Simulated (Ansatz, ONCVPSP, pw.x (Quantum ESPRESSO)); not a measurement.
## Equation-of-state test of one ONCV potential (Ta (Z = 73))

ONCVPSP 4.0.1 input, shortened (lines: element, Z, core and valence counts, functional; n l f; lmax; l rc ep ncon nbas qcut; lloc lpopt rc5 dvloc0; l nproj debl; icmod fcfact rcfact), PBEsol, scalar-relativistic:

```
  Ta 73.00   10    4  -116133      upf
    1    0    2.00
    2    0    2.00
    2    1    6.00
    3    0    2.00
    3    1    6.00
    3    2   10.00
    4    0    2.00
    4    1    6.00
    4    2   10.00
    4    3   14.00
    5    0    2.00
    5    1    6.00
    5    2    3.00
    6    0    1.00
    2
    0    1.80    0.00    4    7    7.90
    1    1.35    0.00    3    6    6.70
    2    1.95    0.00    3    7    4.90
    4    5    1.10    1.00
    0    2    1.20
    1    2    3.50
    2    1    1.50
    2    0.40    0.70
```

Atomic tests: cutoffs needed: 23 Ha and 64 Ha (the cutoffs (Ha) at which the residual kinetic energy of the hardest occupied pseudo-wave falls to 1 and 0.1 mHa per electron); ghost test: no bound ghost flagged; GHOST(+) flagged for s at 79.1 eV, p at 291.1 eV; largest excitation error: -8.8 meV (all-electron minus pseudo) for 5s2 5p6 5d2 6s0, out of 4 test configurations.

Crystal test: bcc Ta in pw.x 7.5, no spin, 14³ k-points, Fermi–Dirac smearing 0.01 Ry, cutoffs 150/600 Ry. The reference is all-electron LAPW (Ansatz 0.2.0) with the same functional, mesh and smearing; V0 and B0 come from Birch–Murnaghan fits to the pressures at five volumes. Errors are pseudo minus all-electron; Δ is the rms difference of the E(V) curves that follow from these fits, minima aligned, over ±6 % about the mean V0. Mesh and smearing are coarse, so the numbers serve the comparison and aren't converged zero-temperature values; the lattice is a test structure that the element need not adopt.

All-electron: a0 = 3.282 Å (V0 = 17.68 Å³/atom), B0 = 206.9 GPa.

Q: How far does the potential miss the all-electron equation of state?

A: mean pressure error (GPa): -3.06; a0 (Å): 3.266; a0 error (%): -0.48; B0 error (%): +0.0; Δ (meV/atom): 11.6.

```
V (Å³/atom)  P all-electron (GPa)  P pseudo (GPa)
     16.673                 13.61            9.93
     17.112                  7.22            3.90
     17.551                  1.56           -1.46
     17.990                 -3.46           -6.21
     18.429                 -7.90          -10.42
```

Q: At the middle volume, how do free energy and pressure move when the wave cutoff is lowered (ecutrho kept at four times it)?

A:

```
cutoff (Ry)  shift of F (meV/atom)  shift of P (GPa)
         68                  +79.7             -1.21
         90                  +49.2             -0.14
        120                  +15.1             -1.00
```

The run at the middle volume (104 k-points, 8 iterations) took about 57 s on one core of a shared host (Intel(R) Xeon(R) Platinum 8375C CPU @ 2.90GHz, 128 threads, 992 GiB, load 44).
